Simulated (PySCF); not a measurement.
**Stretching SiN**

Set-up: Si def2-SVPD, N def2-SVPD; no relativity (PySCF 2.14). Energies in eV from Si + N in their ground configurations at the same level. All curves are PBE0. state 1: ²Σ⁺ (doublet), unpaired electrons σ ↑; state 2: ²Π (doublet), unpaired electrons π ↑, a second solution, started from another occupation; state 3: ⁴Π (quartet), unpaired electrons π ↑↑↑, a second solution, started from another occupation; state 4: ⁶Σ⁺ (sextet), unpaired electrons σ ↑, π ↑↑↑↑, a second solution, started from another occupation.

| R (Å) | state 1 | state 2 | state 3 | state 4 |
| --- | --- | --- | --- | --- |
| 1.357 | -2.578 | -1.414 | 3.946 | 6.9081 |
| 1.420 | -3.558 | -2.730 | 2.069 | 4.9366 |
| 1.483 | -4.105 | -3.565 | 0.697 | 3.4660 |
| 1.531 | -4.301 | -3.952 | -0.076 | 2.6173 |
| 1.578 | -4.357 | -4.178 | -0.673 | 1.9443 |
| 1.625 | -4.305 | -4.278 | -1.127 | 1.4126 |
| 1.688 | -4.110 | -4.262 | -1.559 | 0.8773 |
| 1.767 | -3.739 | -4.068 | -1.884 | 0.4219 |
| 1.862 | -3.208 | -3.687 | -2.050 | 0.0934 |
| 1.988 | -2.503 | -3.101 | -2.025 | -0.1166 |

**Question.** Put a parabola through the three lowest points of the state 1 curve and estimate Re, k and ωe (reduced mass 9.332 u; 1 eV/Å² = 0.16022 mdyn/Å; ωe = 1302.8·√(k/μ) cm⁻¹).

**Answer.** Through R = 1.531, 1.578, 1.625 Å the second-order coefficient is 24.4 eV/Å², so Re ≈ 1.579 Å, k ≈ 7.83 mdyn/Å and ωe ≈ 1194 cm⁻¹. A polynomial fit of higher order to the unrounded PBE0 energies gives Re = 1.577 Å, k = 7.78 mdyn/Å, ωe = 1189 cm⁻¹; anharmonicity and rounding make the difference.

The higher-order fit for each curve: state 1: Re = 1.577 Å, ωe = 1189 cm⁻¹, De = 4.36 eV; state 2: Re = 1.649 Å, ωe = 1068 cm⁻¹, minimum 4.29 eV below the ground-state fragments; state 3: Re = 1.908 Å, ωe = 655 cm⁻¹, minimum 2.07 eV below the ground-state fragments. State 4 gave no clean fit.

⟨S²⟩ of the unrestricted solution departs from its pure value on part of the curve, where spin states mix. The state is the lowest determinant that a PBE0 search found; another state may lie lower at other levels.
